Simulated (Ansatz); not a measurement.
# Two structures, one formula

The two ends of one reaction step of AlNH3Cl, singlet (PBE0-D4/def2-TZVP).

A:

Al1  (-0.135, 0.426, 0.481)
H2  (1.532, -0.437, -0.467)
N3  (-1.232, -0.396, -0.470)
H4  (0.900, -0.725, -0.806)
Cl5  (1.176, 1.483, 1.702)
H6  (-2.241, -0.351, -0.439)
(Å)

B:

| atom | x (Å) | y (Å) | z (Å) |
| --- | --- | --- | --- |
| Al1 | 0.6989 | 0.2142 | 0.2546 |
| H2 | 2.1075 | -0.2581 | -0.2533 |
| N3 | -0.7918 | -0.3875 | -0.4520 |
| H4 | -0.8345 | -1.0541 | -1.2056 |
| Cl5 | 0.5378 | 1.6028 | 1.8197 |
| H6 | -1.7179 | -0.1172 | -0.1634 |

Program: Ansatz 0.2.0. Basis: def2-TZVPP. Cores are frozen in the correlated methods. B3LYP uses VWN-RPA correlation.

Which structure is lower at CCSD(T), and by how much? (To be estimated.)

The calculation gives: B, by 303.3 kJ/mol (electronic energy, against the other). By their contacts, A is a complex of AlNHCl ([NH][Al][Cl]) + H₂ and B is AlNH₃Cl ([NH2][AlH][Cl]).

All methods give the same order:

| method | E(B) − E(A) (kJ/mol) |
| --- | --- |
| SPW92 | -287.1 |
| PBE-D4 | -279.0 |
| BLYP-D4 | -275.9 |
| r2SCAN-D4 | -297.9 |
| B97M-V | -317.1 |
| PBE0-D4 | -308.5 |
| B3LYP-D4 | -301.4 |
| r2SCAN0-D4 | -318.1 |
| BHLYP-D4 | -333.0 |
| CAM-B3LYP-D4 | -319.3 |
| wB97X-V | -322.8 |
| wB97M-V | -312.8 |
| B2PLYP | -299.2 |
| PBE-QIDH | -316.2 |
| RPA on PBE | -294.5 |
| HF | -370.7 |
| MP2 | -294.8 |
| CCSD | -318.3 |
| CCSD(T) | -303.3 |

No T1 diagnostic of these runs exceeds 0.019.

Labels in which every atom is bracketed show which atoms are joined, not bond orders.

For scale, one of the runs: CCSD(T)/def2-TZVPP, 157 basis functions, launched by `ansatz run in.yaml --threads 2 --pin off --events-out ev --progress --plain --max-ram 4352MiB`. Time: 15 s of wall clock on 2 CPU threads; the host was shared. Peak host memory: 1 GiB.
